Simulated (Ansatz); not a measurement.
## GaAs⁺, doublet: vertical spin and charge gaps

Geometry (PBE0/def2-TZVP stationary point for this spin):

```yaml
atoms:
  - { symbol: Ga, position_ang: [0.0000, 0.0000, 0.0000] }
  - { symbol: As, position_ang: [0.0000, 0.0000, 2.5851] }
```

Basis cc-pVDZ; Ansatz 0.2.0. Only valence electrons are correlated (noble-gas cores and the filled d shells of p-block atoms frozen). Active spaces: valence = (7e, 8o) chosen from the atoms' valence shells. No spin–orbit coupling is included, and no scalar relativity.

Gaps are energies of the second state less the first, at fixed atoms, for a selection of the levels run; each method lands on the state that its own search finds for that charge and spin.

Quartet less doublet: -1.012 eV at full CI (doublet A2, quartet A2, in C2v).

By full CI's occupations no single determinant describes the doublet well.

```
                   level  gap (eV)  error (meV)
  CASSCF (valence space)    -0.999           13
  NEVPT2 (valence space)    -1.064          -52
  MRCISD (valence space)    -1.029          -17
MRCISD+Q (valence space)    -1.029          -17
```

For one of the two states the restricted determinant has another symmetry than the lowest full-CI state, so methods that keep it describe a higher state and are left out.

Full CI is exact within this basis and frozen core; it isn't the basis-set limit.
